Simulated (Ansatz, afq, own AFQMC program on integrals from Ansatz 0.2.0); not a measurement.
**Where AFQMC and coupled cluster stand for Si2NH5Cl⁺, singlet**

```yaml
atoms:
  - { symbol: Si, position_ang: [0.4909, 1.6091, 0.7354] }
  - { symbol: N, position_ang: [0.4167, 0.3086, -0.4377] }
  - { symbol: Si, position_ang: [-0.3382, -1.2399, -0.2841] }
  - { symbol: Cl, position_ang: [0.8834, -2.6519, 0.6282] }
  - { symbol: H, position_ang: [0.4683, 2.9241, 0.0117] }
  - { symbol: H, position_ang: [-0.7114, 1.4644, 1.6165] }
  - { symbol: H, position_ang: [1.0713, 0.3927, -1.2136] }
  - { symbol: H, position_ang: [-1.5455, -1.0870, 0.5669] }
  - { symbol: H, position_ang: [-0.6470, -1.7662, -1.6403] }
```

Basis def2-TZVP. Only valence electrons are correlated. Ansatz 0.2.0 and our own AFQMC program on the same integrals; the CISD trial comes from CCSD amplitudes, and released means the phaseless constraint is let go. Uncertainties: one standard error, sampling alone.

Determinant: RHF, the one that the program's search chose, which needn't be the lowest solution. The geometry is a PBE0/def2-SVP stationary point of this or a neighbouring charge and spin state.

No full CI on the walks' own integrals is used here. The released AFQMC energy serves as the reference, which it does only where one determinant dominates, the energy is flat over the last release times and near the phaseless one (40 meV or 2 meV an electron, half that with transition metals). On small molecules, where full CI could be run and the noise was under 10 meV, such values lay within 10 meV of it in 19 cases of 20, a flattering rate, since the rule was set on those same cases; what remains of the bias isn't in the error bar.

Cautions: the released value is read at 0.90 1/Eh with a noise of 19 meV, more than in the cases checked (meV from the phaseless value at times in 1/Eh: -26 ± 14 at 0.21, -38 ± 13 at 0.42, -45 ± 15 at 0.63, -38 ± 19 at 0.90).

The T1 diagnostic is 0.0193 and the weight of the determinant in the CISD state is 0.766. The size of the correlated space is 24 electrons in 156 orbitals.

Reference: AFQMC with the constraint released, correlation energy -18.829 ± 0.019 eV.

```tsv
level	E − E(reference) (mEh)	share of correlation (%)
HF	691.96 ± 0.68	0.00
MP2	86.55 ± 0.68	87.49
CCSD	32.75 ± 0.68	95.27
CCSD(T)	4.74 ± 0.68	99.32
ph-AFQMC/CISD	1.40 ± 0.80	99.80
```

Released energies are given only where the last usable release times agree within the noise; a slower fall can still hide under it.
